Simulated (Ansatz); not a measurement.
Start from `[CH3][AlH][SH]` and change one atom or group to get `[CH3][AlH][OH]`.

Ansatz, PBE0-D4/def2-TZVP geometries, multiplicity 1. Each molecule was computed in one conformer, which needn't be the lowest.

```tsv
property	`[CH3][AlH][SH]`
HOMO–LUMO gap (B3LYP/def2-TZVPP) / eV	6.26
zero-point energy (PBE0-D4/def2-TZVP) / kJ/mol	135.8
HOMO energy (B3LYP/def2-TZVPP) / eV	-7.39
HOMO energy (ωB97M-V/def2-TZVPP) / eV	-9.84
HOMO–LUMO gap (PBE0/def2-TZVPP) / eV	6.72
LUMO energy (PBE/def2-TZVPP) / eV	-1.68
```

Question: Give the same properties after the change, and the shifts. (Estimate.)

Answer: Computed: 
```tsv
property	`[CH3][AlH][OH]`	shift
HOMO–LUMO gap (B3LYP/def2-TZVPP) / eV	7.09	0.83
zero-point energy (PBE0-D4/def2-TZVP) / kJ/mol	146.4	10.6
HOMO energy (B3LYP/def2-TZVPP) / eV	-7.77	-0.38
HOMO energy (ωB97M-V/def2-TZVPP) / eV	-10.21	-0.37
HOMO–LUMO gap (PBE0/def2-TZVPP) / eV	7.53	0.81
LUMO energy (PBE/def2-TZVPP) / eV	-1.21	0.47
```

With PBE0 the HOMO falls by 0.32 eV and the LUMO rises by 0.48 eV, so the gap widens by about 0.80 eV. PBE moves the HOMO by -0.19 eV and ωB97M-V by -0.37 eV.

B3LYP here is the variant with VWN-RPA as its local correlation; programs differ in this.
